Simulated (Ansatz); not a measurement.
Process, species as SMILES: C=CCl → C=[C-]Cl + H+
B3LYP-D3(BJ)/def2-TZVP geometries, fixed; electronic energies without zero-point terms.

Basis-set convergence of the deprotonation energy at PBE with Ansatz (a quantum-chemistry and plane-wave program). Cartesian d functions, on some or all atoms, in 6-31G*, 6-31+G*, 6-311G**, 6-311+G**; all else is spherical. The proton leaves the site shown, which need not be the most acidic. No added dispersion term, no relativity. Functions are those of the species that has most. Reference: the value in aug-pcseg-3, 387.58 kcal/mol, itself unsure by roughly 0.13 kcal/mol (its mean distance from aug-cc-pV(Q+d)Z, def2-QZVPPD). Deviations are taken from unrounded values.

```csv
basis,functions,deprotonation energy (kcal/mol)
6-31G*,55,400.68
6-31+G*,67,385.39
def2-SVP,61,400.25
def2-SVPD,91,387.84
pcseg-1,61,390.09
aug-pcseg-1,100,383.85
cc-pV(D+d)Z,66,396.80
aug-cc-pV(D+d)Z,105,384.92
6-311G**,81,391.90
6-311+G**,93,386.18
def2-TZVP,117,391.40
def2-TZVPD,147,387.77
pcseg-2,136,389.87
aug-pcseg-2,211,387.35
cc-pV(T+d)Z,141,392.91
aug-cc-pV(T+d)Z,216,387.14
def2-TZVPP,146,391.65
def2-TZVPPD,176,388.03
cc-pV(Q+d)Z,264,390.58
aug-cc-pV(Q+d)Z,387,387.53
def2-QZVPP,274,389.13
def2-QZVPPD,304,387.79
pcseg-3,283,388.14
aug-pcseg-3,406,387.58
```

What the diffuse functions change, pair by pair:
- 6-31G* to 6-31+G*: 12 more functions, deviation 13.10 to -2.19 kcal/mol
- def2-SVP to def2-SVPD: 30 more functions, deviation 12.68 to 0.27 kcal/mol
- pcseg-1 to aug-pcseg-1: 39 more functions, deviation 2.51 to -3.73 kcal/mol
- cc-pV(D+d)Z to aug-cc-pV(D+d)Z: 39 more functions, deviation 9.22 to -2.66 kcal/mol
- 6-311G** to 6-311+G**: 12 more functions, deviation 4.32 to -1.40 kcal/mol
- def2-TZVP to def2-TZVPD: 30 more functions, deviation 3.83 to 0.19 kcal/mol
- pcseg-2 to aug-pcseg-2: 75 more functions, deviation 2.30 to -0.23 kcal/mol
- cc-pV(T+d)Z to aug-cc-pV(T+d)Z: 75 more functions, deviation 5.33 to -0.44 kcal/mol
- def2-TZVPP to def2-TZVPPD: 30 more functions, deviation 4.08 to 0.46 kcal/mol
- cc-pV(Q+d)Z to aug-cc-pV(Q+d)Z: 123 more functions, deviation 3.00 to -0.05 kcal/mol
- def2-QZVPP to def2-QZVPPD: 30 more functions, deviation 1.56 to 0.22 kcal/mol
- pcseg-3 to aug-pcseg-3: 123 more functions, deviation 0.57 to 0.00 kcal/mol

Leaving out the reference's own pair, they bring the value nearer the reference by more than 0.13 kcal/mol in 10 of 11 pairs.
